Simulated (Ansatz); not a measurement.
**AlH: a ladder of functionals and wavefunction methods**

How much do the methods differ for AlH? The plan is to run it at one geometry with functionals of several rungs and with coupled cluster, and see how far each lands from CCSD(T) at the basis-set limit for the atomisation energy.

Method: functionals in def2-TZVPP, the program's frozen cores in correlated methods; program: Ansatz 0.2.0, Gaussian basis.

Levels to be run: LDA (SPW92), PBE-D4, revPBE-D4, BLYP-D4, r2SCAN-D4, B97M-V, PBE0-D4, B3LYP-D4, r2SCANh-D4, r2SCAN0-D4, HSE06-D4, BHLYP-D4, CAM-B3LYP-D4, LC-ωPBE, ωB97X-V, ωB97M-V, B2PLYP, PBE-QIDH; CCSD(T)/def2-SVP; CCSD(T)/def2-TZVPP; CCSD(T)/def2-QZVPP; extrapolation to the limit; RPA on PBE.

## 1. The geometry

The geometry comes from an earlier relaxation with PBE0-D4 in a triple-zeta def2 set; it is a stationary point.

2 atoms, charge 0, spin multiplicity 1.

Atoms are counted from 1 here; the program's logs count them from 0.

Bond lengths: Al1–H2 1.665 Å.

## 2. LDA

This LDA is Slater exchange with PW92 correlation.

Contents of in.yaml:

```yaml
crystal:
  periodic: [false, false, false]
  atoms:
    - {symbol: Al, position_ang: [0.000000, -0.000000, -0.025687]}
    - {symbol: H, position_ang: [-0.000000, 0.000000, 1.639157]}
basis:
  gaussian: {orbitals: def2-TZVPP}
hamiltonian: {xc: lda}
output: {orbitals: {seedname: orbitals}}
```

Launch:

```sh
$ ansatz run in.yaml --threads 2 --pin off --events-out ev --progress --plain --max-ram 20480MiB --backend cpu
```

The runs that follow: PBE-D4 (GGA); revPBE-D4 (GGA); BLYP-D4 (GGA); r2SCAN-D4 (meta-GGA); B97M-V (meta-GGA); B3LYP-D4 (hybrid); r2SCANh-D4 (hybrid); r2SCAN0-D4 (hybrid); HSE06-D4 (hybrid); BHLYP-D4 (hybrid); CAM-B3LYP-D4 (range-separated); LC-ωPBE (range-separated); ωB97X-V (range-separated); ωB97M-V (range-separated); B2PLYP (double hybrid); PBE-QIDH (double hybrid); CCSD(T) in def2-SVP; CCSD(T) in def2-TZVPP; CCSD(T) in def2-QZVPP; RPA on PBE orbitals.

Before running them: what should the planned runs give, taken together? Wanted: atomisation energy, CCSD(T)/CBS; farthest beyond LDA; mean size of error, GGA; mean size of error, meta-GGA; mean size of error, hybrid; mean size of error, range-separated; mean size of error, double hybrid; gap, smallest and largest; T1 diagnostic.

The runs gave:

| quantity | value |
| --- | --- |
| atomisation energy, CCSD(T)/CBS | 308.7 kJ/mol |
| functionals within 1.5 kJ/mol (0.5 %) | B3LYP-D4 |
| farthest beyond LDA | B97M-V (+21.3 kJ/mol) |
| mean size of error, GGA | 12.5 kJ/mol |
| mean size of error, meta-GGA | 19.0 kJ/mol |
| mean size of error, hybrid | 13.5 kJ/mol |
| mean size of error, range-separated | 7.5 kJ/mol |
| mean size of error, double hybrid | 12.7 kJ/mol |
| gap, smallest and largest | 2.26 eV (LDA (SPW92)), 8.39 eV (LC-ωPBE) |
| T1 diagnostic | 0.0129 |
| triples share of the correlation energy | 1.7 % |

**Reading.** The LDA atomisation energy is off by 16.3 kJ/mol (5 %): it overbinds. PBE-D4 misses by -17.1 kJ/mol. Double hybrids carry the basis error of their MP2 part in triple zeta, and no dispersion term here, so their miss is partly the set-up's. By mean error the best rung here is range-separated (7.5 kJ/mol) and the worst beyond LDA is meta-GGA (19.0 kJ/mol). Misses under about 1.5 kJ/mol are within the doubt on the reference itself, which lacks core-valence correlation, relativity and higher excitations. Hartree-Fock recovers 71 % of the binding; the rest is correlation. CCSD(T) in def2-SVP is off by -16.0 kJ/mol, from the basis alone. The gap grows from 2.3 to 8.4 eV across the functionals, mostly with the share of exact exchange. The restricted reference is unstable towards a spin-broken one.
